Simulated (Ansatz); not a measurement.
A made-up structure of CH3LiN (charge +1), singlet:

Li1  (-2.132, -0.303, -0.907)
C2  (0.611, 0.434, 0.110)
N3  (-0.362, -0.402, -0.003)
H4  (-0.115, -1.261, 0.488)
H5  (0.572, 1.400, -0.325)
H6  (1.508, 0.228, 0.636)
(Å)

It is relaxed with PBE-D4/def2-SVP and then PBE0-D4/def2-TZVP (Ansatz 0.2.0). Atoms count as bonded within 1.22 times the sum of their covalent radii (H–H: 0.88 Å). The end point is not checked to be a true minimum.

(1) Does its bonding change? (Judge from chemistry; the calculation decides.)

## Answers

(1) By the calculation: No: no bond forms or breaks.

Where it ends: The first stage lowers the energy by 0.11 eV in 3 steps. It ends as CH₃LiN ([Li][NH][CH2]), total charge +1:
Li1  (-2.056, -0.262, -0.888)
C2  (0.596, 0.427, 0.106)
N3  (-0.353, -0.410, 0.005)
H4  (-0.130, -1.280, 0.488)
H5  (0.508, 1.408, -0.360)
H6  (1.517, 0.213, 0.646)
(Å)

Labels in which every atom is bracketed show which atoms are joined, not bond orders.

For scale, one of the runs: PBE0-D4/def2-TZVP relaxation, 94 basis functions, launched by `ansatz run in.yaml --threads 2 --pin off --events-out ev --progress --plain --max-ram 4352MiB`. The run took about 3.7 s on 2 CPU threads of an AMD EPYC 9R45 (shared host).
